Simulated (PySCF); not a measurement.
# Working out the electron affinity of S

S- [Ne] 3s2 3p5 (2P) → S [Ne] 3s2 3p4 (3P). All numbers are calculated (PySCF 2.14, the non-relativistic Hamiltonian (point nucleus), in aug-cc-pV(T+d)Z (6s5p4d2f, 55 functions)). Frozen: [Ne]. Energies in hartree (1 hartree = 27.21139 eV):

```tsv
part	S- (lower)	S (upper)
UHF	-397.542652	-397.509982
CCSD correlation	-0.178000	-0.142152
(T)	-0.008222	-0.005143
```

Question: What does Hartree-Fock give?

Answer: (-397.509982) − (-397.542652) = 0.032670 hartree = 0.889 eV.

Question: What do CCSD and CCSD(T) give?

Answer: The CCSD correlation energies differ by 0.035848 hartree = 0.975 eV and the triples by 0.003079 hartree = 0.084 eV, so CCSD gives 1.864 eV and CCSD(T) 1.948 eV.

A first-order spin-orbit estimate adds -0.003 eV to CCSD(T) (valence), giving 1.945 eV against 2.077 eV (measured; photodetachment measurements, as compiled on the Wikipedia data page of electron affinities).

What remains against the reference includes basis incompleteness, the frozen core and higher excitations.
